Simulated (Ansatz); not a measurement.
# BNH₂: energies up the ladder, part 2 of 2

Wanted for BNH₂: energies up the ladder.

Ansatz 0.2.0, Gaussian bases.

**18. The cation of multiplicity 2 at the same geometry, r2SCAN-D4/def2-TZVPP**

The input, input.yaml:

```yaml
crystal:
  periodic: [false, false, false]
  atoms:
    - { symbol: B, position_ang: [0.0, 0.0, -0.5713908] }
    - { symbol: "N", position_ang: [0.0, 0.0, 0.66135318] }
    - { symbol: H, position_ang: [0.0, 0.0, -1.74231802] }
    - { symbol: H, position_ang: [0.0, 0.0, 1.65235563] }
magnetization:
  spin_polarized: true
  initial_magnetization: 1
total_charge: 1
basis:
  gaussian: { orbitals: def2-TZVPP }
hamiltonian:
  xc: r2scan
  dispersion: d4
```

Command:

```bash
$ ansatz run input.yaml --threads 2 --pin off --max-ram 5120MiB --backend cpu --events-out ev --progress --plain --runs-dir out
```

The program printed, cut to the lines that bear on the results:

```text
Warning: RAYON_NUM_THREADS=2 ignored (pool sized by the plan → 2); use --threads N
Engine: ansatz 0.2.0, aarch64-unknown-linux-gnu
Functional definition: r2SCAN
  parameter k0 = 0.174
  parameter k1 = 0.065
  parameter a1 = 4.9479
  exchange = r2scan_x(k0 = k0, k1 = k1, a1 = a1)
  correlation = r2scan_c
442 factors; their error is unknown
mean field evaluation 1: about -2158.1938 eV, gradient 7.9e1 eV
mean field evaluation 2: about -2035.3796 eV, gradient 1.3e2 eV
mean field evaluation 4: about -2180.0003 eV, gradient 3.5e1 eV
mean field evaluation 8: about -2186.9006 eV, gradient 1.1e-1 eV
mean field evaluation 16: about -2186.8944 eV, gradient 7.2e-4 eV
mean field evaluation 32: about -2182.6119 eV, gradient 2.7e-2 eV
mean field -2186.89443486 eV, -80.3668881509 hartree, gradient 9.1e-6 eV, S^2 0.755025; 4 other end points of the search recorded, 0 dependent functions left out
reference -2186.89444292 eV, -80.3668884469 hartree; 7, 6 occupied and 83, 84 virtual orbitals, 442 factors
Total energy: -2186.89913788 eV, -80.3670609835 hartree
```

Wall time 4.8 s (2 threads of Arm Neoverse V2, shared host); peak memory 0.14 GiB.

**19. The cation of multiplicity 2 at the same geometry, B3LYP-D4/def2-TZVPP**

Changes to input.yaml since step 18:

```diff
@@ -14,3 +14,3 @@
 hamiltonian:
-  xc: r2scan
+  xc: { name: B3LYP }
   dispersion: d4
```

Command:

```bash
$ ansatz run input.yaml --threads 2 --pin off --max-ram 5120MiB --backend cpu --events-out ev --progress --plain --runs-dir out
```

The program printed, cut to the lines that bear on the results:

```text
Warning: RAYON_NUM_THREADS=2 ignored (pool sized by the plan → 2); use --threads N
[... 7 set-up lines as earlier in the session ...]
442 factors; their error is unknown
mean field evaluation 1: about -2159.5873 eV, gradient 7.9e1 eV
mean field evaluation 2: about -2052.3022 eV, gradient 1.3e2 eV
mean field evaluation 4: about -2184.4196 eV, gradient 2.7e1 eV
mean field evaluation 8: about -2188.4532 eV, gradient 8.7e-2 eV
mean field evaluation 16: about -2188.4514 eV, gradient 8.5e-5 eV
mean field evaluation 32: about -2187.8585 eV, gradient 9.1e0 eV
mean field -2188.45140335 eV, -80.4241056873 hartree, gradient 8.5e-5 eV, S^2 0.752883; 2 other end points of the search recorded, 0 dependent functions left out
reference -2188.45156880 eV, -80.4241117675 hartree; 7, 6 occupied and 83, 84 virtual orbitals, 442 factors
Total energy: -2188.48577328 eV, -80.4253687591 hartree
```

Wall time 1.8 s (2 threads of Arm Neoverse V2, shared host); peak memory 0.12 GiB.

**20. The cation of multiplicity 2 at the same geometry, wB97M-V/def2-TZVPP**

Changes to input.yaml since step 19:

```diff
@@ -14,3 +14,2 @@
 hamiltonian:
-  xc: { name: B3LYP }
-  dispersion: d4
+  xc: { name: wB97M-V }
```

Command:

```bash
$ ansatz run input.yaml --threads 2 --pin off --max-ram 5120MiB --backend cpu --events-out ev --progress --plain --runs-dir out
```

The program printed, cut to the lines that bear on the results:

```text
Warning: RAYON_NUM_THREADS=2 ignored (pool sized by the plan → 2); use --threads N
[...]
[... 1 set-up line as earlier in the session ...]
[...]
  gx(w, u) = 1 - cx + cx01*u + cx10*w
  gss(w, u) = css00 + css04*u^4 + css10*w + css20*w^2 + css43*w^4*u^3
  gos(w, u) = cos00 + cos10*w + (cos20 + cos21*u)*w^2 + (cos60 + cos61*u)*w^6
[...]
      + integral(e_c_pw_mod_opposite_spin*gos(b97_w_opposite, b97_u_opposite)) + vv10(b, c)
442 factors; their error is unknown
118 factors; integrals over basis functions are off by at most 5.6e-5 eV
[...]
mean field -2187.37614930 eV, -80.3845908301 hartree, gradient 8.6e-5 eV, S^2 0.752855; 2 other end points of the search recorded, 0 dependent functions left out
reference -2187.37618191 eV, -80.3845920284 hartree; 7, 6 occupied and 83, 84 virtual orbitals, 442 factors
Total energy: -2187.37618191 eV, -80.3845920284 hartree
```

Run time: 5 s. Hardware: 2 threads of Arm Neoverse V2, shared host; peak memory 0.18 GiB.

**21. The cation of multiplicity 2 at the same geometry, B2PLYP/def2-TZVPP**

Changes to input.yaml since step 20:

```diff
@@ -14,2 +14,2 @@
 hamiltonian:
-  xc: { name: wB97M-V }
+  xc: { name: B2PLYP }
```

Command:

```bash
$ ansatz run input.yaml --threads 2 --pin off --max-ram 5120MiB --backend cpu --events-out ev --progress --plain --runs-dir out
```

The program printed, cut to the lines that bear on the results:

```text
Warning: RAYON_NUM_THREADS=2 ignored (pool sized by the plan → 2); use --threads N
[...]
[... 1 set-up line as earlier in the session ...]
[...]
543 factors; integrals over basis functions are off by at most 1.1e-3 eV
[...]
mean field -2184.37922966 eV, -80.2744560647 hartree, gradient 5.7e-6 eV, S^2 0.754620; 3 other end points of the search recorded, 0 dependent functions left out
2 core orbitals not correlated: weight in the atoms' cores, before any rotation towards them, 1.000 or more for the frozen orbitals, at most 0.000 for the correlated occupied ones
reference -2184.37933261 eV, -80.2744598479 hartree; 5, 4 occupied and 83, 84 virtual orbitals, 543 factors
second order -7.58524363 eV of doubles, -0.00000000 eV of singles
Total energy: -2186.42734839 eV, -80.3497230396 hartree
```

Run time: 3.3 s. Hardware: 2 threads of Arm Neoverse V2, shared host; peak memory 0.15 GiB.

**22. The cation of multiplicity 2 at the same geometry, CCSD(T)/def2-TZVPP**

Changes to input.yaml since step 21:

```diff
@@ -13,3 +13,5 @@
   gaussian: { orbitals: def2-TZVPP }
-hamiltonian:
-  xc: { name: B2PLYP }
+correlation:
+  method: ccsd_t
+scf:
+  omitted_lower_state_checks: [cluster_reference]
```

Command:

```bash
$ ansatz run input.yaml --threads 2 --pin off --max-ram 5120MiB --backend cpu --events-out ev --progress --plain --runs-dir out
```

The program printed, cut to the lines that bear on the results:

```text
Warning: RAYON_NUM_THREADS=2 ignored (pool sized by the plan → 2); use --threads N
[...]
[... 1 set-up line as earlier in the session ...]
[...]
543 factors; integrals over basis functions are off by at most 1.1e-3 eV
[...]
mean field -2176.27414323 eV, -79.9765996320 hartree, gradient 4.3e-6 eV, S^2 0.759505; 2 other end points of the search recorded, 0 dependent functions left out
2 core orbitals not correlated: weight in the atoms' cores, before any rotation towards them, 1.000 or more for the frozen orbitals, at most 0.000 for the correlated occupied ones
reference -2176.27414323 eV, -79.9765996320 hartree; 5, 4 occupied and 83, 84 virtual orbitals, 543 factors
second order -6.25486345 eV of doubles, -0.00000000 eV of singles
cycle   1  -6.68759125 eV  change   -4.3e-1 eV  update   5.2e-2
[...]
cycle  10  -6.90540055 eV  change   -4.1e-6 eV  update   7.1e-6
perturbative correction -0.22134587 eV, -0.0081343108 hartree
Total energy: -2183.40088965 eV, -80.2385027325 hartree
Checks for a lower state left out: cluster_reference
```

Wall time 2 s (2 threads of Arm Neoverse V2, shared host); peak memory 0.38 GiB.

**23. The cation of multiplicity 2 at the same geometry, CCSD(T)/def2-QZVPP**

Changes to input.yaml since step 22:

```diff
@@ -12,3 +12,3 @@
 basis:
-  gaussian: { orbitals: def2-TZVPP }
+  gaussian: { orbitals: def2-QZVPP.json }
 correlation:
```

Command:

```bash
$ ansatz run input.yaml --threads 2 --pin off --max-ram 5120MiB --backend cpu --events-out ev --progress --plain --runs-dir out
```

The program printed, cut to the lines that bear on the results:

```text
Warning: RAYON_NUM_THREADS=2 ignored (pool sized by the plan → 2); use --threads N
[...]
[... 1 set-up line as earlier in the session ...]
[...]
1054 factors; integrals over basis functions are off by at most 1.1e-3 eV
[...]
mean field -2176.38308761 eV, -79.9806032641 hartree, gradient 3.8e-6 eV, S^2 0.759650; 2 other end points of the search recorded, 0 dependent functions left out
2 core orbitals not correlated: weight in the atoms' cores, before any rotation towards them, 1.000 or more for the frozen orbitals, at most 0.000 for the correlated occupied ones
reference -2176.38308761 eV, -79.9806032641 hartree; 5, 4 occupied and 167, 168 virtual orbitals, 1054 factors
second order -6.74391589 eV of doubles, -0.00000000 eV of singles
cycle   1  -7.09481307 eV  change   -3.5e-1 eV  update   5.1e-2
[...]
cycle  10  -7.31267328 eV  change   -1.5e-6 eV  update   7.2e-6
perturbative correction -0.24774757 eV, -0.0091045552 hartree
Total energy: -2183.94350846 eV, -80.2584436057 hartree
Checks for a lower state left out: cluster_reference
```

Run time: 14 s. Hardware: 2 threads of Arm Neoverse V2, shared host; peak memory 1.8 GiB.

**24. Extrapolation to the basis-set limit**

CCSD(T)/CBS estimate, frozen core: CCSD(T) correlation extrapolated, from def2-TZVPP and def2-QZVPP: mean field -2176.3981 eV, total -2184.2798 eV. The exponents are 7.88 (mean field) and 2.97 (correlation).

**25. Geometries side by side**

| level | B1–N2 (Å) | rotational constants (MHz) | dipole (D) | highest frequency (cm⁻¹) | CPU time |
| --- | --- | --- | --- | --- | --- |
| PBE0-D4/def2-TZVPP | 1.2327 | 33197 | 0.00 | 3905 | 5.3 s |

Constants are for the commonest isotopes at the equilibrium geometry; times are CPU times of the relaxations.

**26. Vertical ionisation energy**

| level | vertical ionisation energy (eV) | from CCSD(T)/CBS (eV) | CPU time of both |
| --- | --- | --- | --- |
| PBE-D4/def2-TZVPP | 11.529 | -0.010 | 4.8 s |
| r2SCAN-D4/def2-TZVPP | 11.301 | -0.238 | 11 s |
| B3LYP-D4/def2-TZVPP | 11.436 | -0.103 | 4.3 s |
| wB97M-V/def2-TZVPP | 11.338 | -0.201 | 12 s |
| B2PLYP/def2-TZVPP | 11.402 | -0.137 | 7.5 s |
| CCSD(T)/def2-TZVPP | 11.424 | -0.115 | 5.2 s |
| CCSD(T)/def2-QZVPP | 11.490 | -0.049 | 41 s |
| CCSD(T)/CBS | 11.539 | +0.000 | - |

**27. Summary of results**

The summary covers parts 1 to 2.

| quantity | value |
| --- | --- |
| B1–N2 at PBE0-D4/def2-TZVPP | 1.233 Å |
| frequencies at PBE0-D4/def2-TZVPP | 486 to 3905 cm⁻¹ |
| vertical ionisation energy, CCSD(T)/CBS | 11.539 eV |

No mode is imaginary, so the geometry is a minimum. For the vertical ionisation energy, PBE-D4/def2-TZVPP comes nearest to CCSD(T)/CBS (-0.01 eV) and r2SCAN-D4/def2-TZVPP is farthest (-0.24 eV).
